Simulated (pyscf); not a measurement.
## Four-centre exchange: H₃C–Ga(CH₃)–NH₂ (SMILES [CH3][Ga]([CH3])[NH2]) + NH₃ (SMILES N) → CH₄ (SMILES C) + H₃C–Ga(NH₂)–NH₂ (SMILES [CH3][Ga]([NH2])[NH2])

Gas phase, singlet surface, charge 0. Bonds broken: C1–Ga2, N13–H14. Bonds formed: C1–H14, Ga2–N13. PySCF, gas phase, ωB97X-D3(BJ)/def2-SVP geometries.

Transition state (Å):

```xyz
16

C      1.1064    -0.2737     0.9206
Ga    -0.9563     0.5339     0.3871
C     -1.7336    -0.6995    -0.9224
N     -1.8393     1.1566     1.8780
H      0.4932    -1.1308     1.2617
H      1.6559     0.0733     1.8114
H      1.8244    -0.7058     0.2028
H     -0.9722    -1.0379    -1.6428
H     -2.5445    -0.2096    -1.4851
H     -2.1559    -1.5919    -0.4336
H     -2.4557     0.5286     2.3847
H     -1.3531     1.7490     2.5440
N      0.2314     1.9564    -0.3367
H      0.8865     0.9611     0.2352
H      0.3163     2.0871    -1.3437
H      0.2444     2.8669     0.1210
```

One imaginary mode, 1559i cm⁻¹; descent along it reached the two sides named, in the forms told below.

| bond | change | reactant side (Å) | saddle | product side |
|---|---|---|---|---|
| C1–Ga2 | breaks | 1.985 | 2.279 | 3.3 |
| N13–H14 | breaks | 1.020 | 1.322 | 2.9 |
| C1–H14 | forms | 3.2 | 1.429 | 1.100 |
| Ga2–N13 | forms | 2.175 | 1.989 | 1.824 |

Electronic energies relative to the separated reactants (kcal/mol):

```
level                   barrier  reaction energy  reverse barrier
----------------------  -------  ---------------  ---------------
ωB97X-D3(BJ)/def2-TZVP     22.9            -12.4             35.3
PBE/def2-TZVP              21.1            -11.1             32.2
r²SCAN/def2-TZVP           20.1            -12.6             32.7
B3LYP-D3(BJ)/def2-TZVP     23.8            -12.6             36.4
PBE0-D3(BJ)/def2-TZVP      20.7            -11.6             32.3
M06-2X/def2-TZVP           20.4            -14.4             34.8
ωB97M-D3(BJ)/def2-TZVP     24.1            -12.1             36.2
HF/def2-TZVP               38.4            -15.3             53.7
```

With ωB97M-D3(BJ)/def2-TZVP energies and thermal terms (ideal gas, 1 atm, RRHO with modes under 100 cm⁻¹ raised to 100, one conformer, R ln 2 for chiral ones without a mode under 150 cm⁻¹), in kcal/mol:

```tsv
T (K)	ΔH‡	ΔG‡	ΔH	ΔG
298	21.8	32.2	-12.4	-12.5
600	22.3	42.5	-12.3	-12.7
900	23.2	52.5	-12.3	-12.8
1200	24.1	62.1	-12.3	-13.0
```

On the reactant side the descent ends in an adduct with a Ga–N contact, 17.7 kcal/mol under the separated species and 40.6 kcal/mol under the saddle at ωB97X-D3(BJ)/def2-TZVP. What is counted as formed (Ga–N) is already present as a longer contact in the reactant adduct; forming that adduct is a step of its own. One saddle was located; it need not be the lowest between these sides. Elements up to Kr have no core potential and no relativistic terms here.
